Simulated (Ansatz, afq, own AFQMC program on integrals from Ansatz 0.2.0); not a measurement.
## NO⁺, triplet: AFQMC among the cluster methods

```yaml
atoms:
  - { symbol: N, position_ang: [0.0000, 0.0000, 0.0000] }
  - { symbol: O, position_ang: [0.0000, 0.0000, 1.4028] }
```

Basis 6-31G. Noble-gas cores (and the filled d shells of Ga–Kr and In–Xe) are frozen. AFQMC by an in-house program on the Cholesky factors that Ansatz 0.2.0 writes for its CCSD(T) run. The CISD trial takes its coefficients from CCSD amplitudes. Released means that phaseless walkers are propagated on without the constraint, phases kept. Error bars are statistical, one sigma.

Determinant: UHF, the one that the program's search chose, which needn't be the lowest solution. The geometry is a PBE0/def2-TZVP stationary point of this or a neighbouring charge and spin state.

Full CI on the same integrals is exact in this basis and with this determinant's frozen core.

Cautions: lower spins were not checked; strong correlation (T1 0.118, weight of the determinant 0.56, largest double 0.39); (T) is large, 8 % of the CCSD correlation; (Q) is large, 160 meV, so the cluster series hasn't closed; unrestricted determinant spin contaminated (⟨S²⟩ 2.76 against 2.00); CCSD(T) is in doubt: in a space of 10 electrons in 9 natural orbitals full CI lies 163 meV below it; the CCSDT(Q) amplitudes may be one of several solutions (largest double 1.07); the CCSDTQ amplitudes may be one of several solutions (largest double 1.11); the released energy hasn't reached full CI (217 meV above it at 2.40 1/Eh), so no released level is given (meV from the phaseless value at times in 1/Eh: -50 ± 22 at 0.24, -83 ± 20 at 0.51, -99 ± 23 at 0.99, -67 ± 24 at 1.62, -107 ± 37 at 2.40); the determinant fills πx and πy unequally, so it mixes two states of the linear molecule, and each level undoes that mixture to a different degree, while full CI gives the lower state.

* T1 diagnostic: 0.1176
* weight of the determinant in the CISD state: 0.558
* ⟨S²⟩ of the determinant: 2.757
* size of the correlated space: 10 electrons in 16 orbitals

```
  level  correlation energy (eV)
    MP2                  -3.3912
   CCSD                  -5.4313
CCSD(T)                  -5.8499
```

**Question.** Estimate where full CI lies against CCSD(T) on the same integrals.

**Answer.** 34.2 kJ/mol below CCSD(T).

Reference: full CI, correlation energy -6.204 eV. The cautions show a poor starting determinant, so the rows tell how each method copes with it here, and full CI is the sure value.

```csv
level,E − E(reference) (kJ/mol),share of correlation (%)
CCSD(T),34.2,94.29
CCSDT,3.9,99.35
CCSDT(Q),-11.6,101.93
CCSDTQ,0.6,99.90
ph-AFQMC/CISD,31.3 ± 2.5,94.78
```

CCSDT and higher add their correlation energy to the determinant of the CCSD(T) run, since their own runs factorise the integrals more tightly (a shift of under 2 meV).
